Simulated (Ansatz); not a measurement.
For rock-salt CaO, revPBE (Ansatz, a quantum-chemistry and plane-wave program, plane waves, PAW) gives:

| Quantity | Value |
|---|---|
| lattice constant a | 4.874 Å |
| bulk modulus B0 | 97.1 GPa |
| cohesive energy | 5.12 eV/atom |

What does r²SCAN0 in Ansatz (PAW) give for the same quantities?


- lattice constant a: 4.779 Å (falls by 1.9 %)
- bulk modulus: 122 GPa (rises by 26 %)
- cohesive energy: 5.41 eV/atom (increases by 0.29 eV/atom)

For comparison: lattice constant a 4.781 Å (measured, zero-point anharmonic expansion removed; as tabulated in Chen et al. (2018), doi:10.1103/physrevmaterials.2.073803); bulk modulus 120 GPa (measured, low temperature, extrapolated to 0 K; as tabulated in Chen et al. (2018), doi:10.1103/physrevmaterials.2.073803); cohesive energy 5.53 ± 0.03 eV/atom (worked out here from tabulated enthalpies at 298 K, copied from a table, unchecked, brought to a static lattice with a Debye model, atoms in their spin–orbit ground levels; inputs from the CRC Handbook).

Changes are worked out from the printed values.

Unless a cell is named, each level is at its own relaxed cell (revPBE 14.48, r²SCAN0 13.64 Å³/atom).

Ansatz's density-functional and Hartree–Fock values are scalar-relativistic unless marked +SOC, with PAW data made under PBE.
